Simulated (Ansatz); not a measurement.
# CH5BS: the cost of one run

Program: Ansatz 0.2.0. Level of theory: RHF/def2-SVP. These are calculated values, not measurements.

### Step 1. The system as given

Bond lengths: B1–S2 1.823 Å, S2–C3 1.808 Å, B1–H4 1.139 Å, B1–H5 1.211 Å, C3–H6 1.124 Å, C3–H7 1.164 Å, C3–H8 1.048 Å. Angles: B1–S2–C3 92.5°, S2–B1–H4 121.3°, S2–B1–H5 121.9°, H4–B1–H5 116.7°, S2–C3–H6 110.2°, S2–C3–H7 107.7°, S2–C3–H8 112.0°, H6–C3–H7 106.1°, H6–C3–H8 112.5°, H7–C3–H8 108.1°.

Structure file:

```xyz
8

B    -0.8531    0.8206   -0.8732
S     0.8501    0.1770   -0.9667
C     0.7009   -0.6752    0.6213
H    -1.7263    0.2510   -1.3315
H    -1.1010    1.9068   -0.3978
H     0.5409    0.0696    1.4477
H     1.7207   -1.1907    0.8442
H    -0.0400   -1.4163    0.6002
```

### Step 2. Relaxing end A

Contents of input.yaml:

```yaml
crystal:
  periodic: [false, false, false]
  atoms:
    - { symbol: B, position_ang: [-0.8531, 0.8206, -0.8732] }
    - { symbol: S, position_ang: [0.8501, 0.177, -0.9667] }
    - { symbol: C, position_ang: [0.7009, -0.6752, 0.6213] }
    - { symbol: H, position_ang: [-1.7263, 0.251, -1.3315] }
    - { symbol: H, position_ang: [-1.101, 1.9068, -0.3978] }
    - { symbol: H, position_ang: [0.5409, 0.0696, 1.4477] }
    - { symbol: H, position_ang: [1.7207, -1.1907, 0.8442] }
    - { symbol: H, position_ang: [-0.04, -1.4163, 0.6002] }
basis:
  gaussian: { orbitals: def2-SVP }
hamiltonian:
  xc: hf
relax:
  f_tol: 0.015
  max_steps: 40
```

Run with:

```sh
> ansatz run input.yaml --threads 1 --pin off --max-ram 2048MiB --backend cpu --events-out ev --progress --plain --runs-dir out
```

**Question.** How long does this run take on 1 thread of Intel Xeon at 2.70GHz, shared host, and how much memory does it need?

About 53 s, with a peak of 0.14 GiB.
